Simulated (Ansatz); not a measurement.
System: 2H WS2. Method: r²SCAN (plane waves, PAW; Ansatz, a first-principles code).

Numerical settings: plane-wave cutoff 600 eV, 12×12×4 k mesh (along the axes of the cell as run), finite displacements, no spin polarisation, scalar-relativistic PAW data made under PBE.

The cell has the measured lattice parameters. Conventional cell: a = 3.1530 Å, b = 3.1530 Å, c = 12.3230 Å, α = 90.00°, β = 90.00°, γ = 120.00°.

Harmonic phonon frequencies (cm⁻¹; i marks an imaginary mode; at Γ without the LO shift):

```tsv
q point	frequencies
Γ	0 0 0 28 28 51 299 299 301 301 359 359 360 360 424 432 442 448
```

Note: the cell isn't this level's own, so it is under some stress, which shifts stiffness and frequencies.
